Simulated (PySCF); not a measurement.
Bonds broken one at a time in the series Al CH3-I. All species are isolated molecules in the gas phase. Strings in code marks are SMILES.

These are PBE-D3(BJ)/def2-TZVP // B3LYP-D3(BJ)/def2-TZVP run with PySCF values and carry that method's errors. 

```csv
species,dipole moment (D)
radical fragment (`[CH3]`),0.00
whole molecule (`[Al]([CH3])([CH3])[I]`),(withheld)
radical fragment (`[CH3][Al][I]`),1.98
radical fragment (`[I][Al][I]`),0.96
```

Question: Complete the blanks.

Answer: 
- whole molecule (`[Al]([CH3])([CH3])[I]`), dipole moment (D): 2.11
